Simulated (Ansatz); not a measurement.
```yaml
crystal:
  periodic: [false, false, false]
  atoms:
    - {symbol: C, position_ang: [-1.211980, -0.046357, -0.002708]}
    - {symbol: S, position_ang: [0.511131, -0.008993, 0.001060]}
    - {symbol: H, position_ang: [-1.818250, 0.838470, -0.001448]}
basis:
  gaussian: {orbitals: def2-TZVP}
magnetization: {spin_polarized: true, initial_magnetization: 3}
hamiltonian: {xc: pbe0}
relax: {f_tol: 0.004, max_steps: 80}
```

```sh
$ ansatz run in.yaml --threads 1 --pin off --events-out ev --progress --plain --max-ram 2176MiB
```

Steps of the relaxation (energy above the last step; positions in Å, forces in eV/Å):

```
3
step 1, 4.9 meV
C    -1.212   -0.046   -0.003    0.173   -0.297    0.000
S     0.511   -0.009    0.001    0.167   -0.049    0.000
H    -1.818    0.838   -0.001   -0.341    0.347    0.000
```

```
3
step 2, 0.7 meV
C    -1.208   -0.045   -0.003    0.003   -0.046    0.000
S     0.518   -0.014    0.001    0.096   -0.024    0.000
H    -1.829    0.841   -0.001   -0.099    0.070    0.000
```

```
3
step 3, 0.0 meV
C    -1.206   -0.042   -0.003   -0.018    0.023    0.000
S     0.524   -0.017    0.001    0.013   -0.004    0.000
H    -1.837    0.842   -0.001    0.005   -0.019    0.000
```

```
3
step 5, 0.0 meV
C    -1.205   -0.040   -0.003    0.000    0.000    0.000
S     0.525   -0.018    0.001    0.000    0.000    0.000
H    -1.838    0.841   -0.001    0.000    0.000    0.000
```

Close pairs at the end: C1–H3 1.085 Å, C1–S2 1.730 Å.

A stationary point of unrestricted PBE0 after 5 steps, with ⟨S²⟩ = 3.761 against 3.75 for a pure state; no frequencies were run, so it isn't proven a minimum. 17 s on 1 thread of Arm Neoverse V2, shared host.
